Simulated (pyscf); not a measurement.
O=Ta(=O)–Cl + H₂O → O=Ta(OH)(OH)–Cl, an addition across a multiple bond or ene-type step (singlet surface; H–O broken, H–O, O–Ta formed). Optimised with ωB97X-D3(BJ)/def2-SVP in PySCF. Energies in kcal/mol from the separated reactants.

Small-basis levels: PySCF, no dispersion term, spherical d functions. 

In single points B3LYP/6-31G*+LANL2DZ puts the saddle at -30.0 kcal/mol and the reaction energy at -84.7 kcal/mol. Should these be trusted to within a few kcal/mol? Compare with ωB97M-D3(BJ)/def2-TZVP.

ωB97M-D3(BJ)/def2-TZVP gives ΔE‡ = -30.5 kcal/mol and ΔE = -86.6 kcal/mol. B3LYP/6-31G*+LANL2DZ lies 0.5 kcal/mol over it in the barrier and 1.9 kcal/mol over it in the reaction energy, so on this step it holds to within 3.0 kcal/mol. ωB97M-D3(BJ)/def2-TZVP has limits of its own. On the reactant side the descent ends in an adduct with a O–Ta contact, 45.9 kcal/mol under the separated species and 12.7 kcal/mol under the saddle at ωB97X-D3(BJ)/def2-TZVP. At ωB97M-D3(BJ) the saddle lies under the separated reactants, which points to a path from their complex (located at ωB97X-D3(BJ) alone). What is counted as formed (O–Ta) is already present as a longer contact in the reactant adduct; forming that adduct is a step of its own. At the saddle there is also a short H–Ta contact that neither side keeps. At ωB97X-D3(BJ)/def2-TZVP the barrier from the zero used here is -33.2 kcal/mol. One saddle was located; it need not be the lowest between these sides. In the def2 sets elements past Kr carry core potentials, without spin-orbit coupling.
